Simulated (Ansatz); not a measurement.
```yaml
crystal:
  periodic: [false, false, false]
  atoms:
    - {symbol: O, position_ang: [-0.959906, 0.187465, -0.002894]}
    - {symbol: P, position_ang: [0.459371, -0.135239, 0.001566]}
    - {symbol: H, position_ang: [1.120579, 1.180145, -0.002193]}
basis:
  gaussian: {orbitals: def2-TZVP}
hamiltonian: {xc: pbe0}
relax: {f_tol: 0.004, max_steps: 80}
```

```sh
$ ansatz run in.yaml --threads 1 --pin off --events-out ev --progress --plain --max-ram 2176MiB
```

Steps of the relaxation (energy above the last step; positions in Å, forces in eV/Å):

```
3
step 1, 17.5 meV
O    -0.960    0.187   -0.003   -1.498    0.264   -0.004
P     0.459   -0.135    0.002    1.446   -0.201    0.004
H     1.121    1.180   -0.002    0.051   -0.063    0.000
```

```
3
step 2, 4.1 meV
O    -0.971    0.182   -0.003   -0.693    0.163   -0.002
P     0.462   -0.130    0.002    0.715   -0.145    0.002
H     1.129    1.181   -0.002   -0.022   -0.018    0.000
```

```
3
step 3, 0.1 meV
O    -0.976    0.183   -0.003   -0.050    0.025    0.000
P     0.467   -0.131    0.002    0.071   -0.014    0.000
H     1.129    1.180   -0.002   -0.021   -0.010    0.000
```

```
3
step 6, 0.0 meV
O    -0.976    0.185   -0.003    0.000    0.000    0.000
P     0.469   -0.132    0.002    0.000    0.000    0.000
H     1.127    1.180   -0.002    0.000    0.000    0.000
```

Close pairs at the end: P2–H3 1.468 Å, O1–P2 1.478 Å.

A stationary point of restricted PBE0 after 6 steps (its stability towards spin polarisation wasn't tested); no frequencies were run, so it isn't proven a minimum. 11 s on 1 thread of Arm Neoverse N1, shared host.
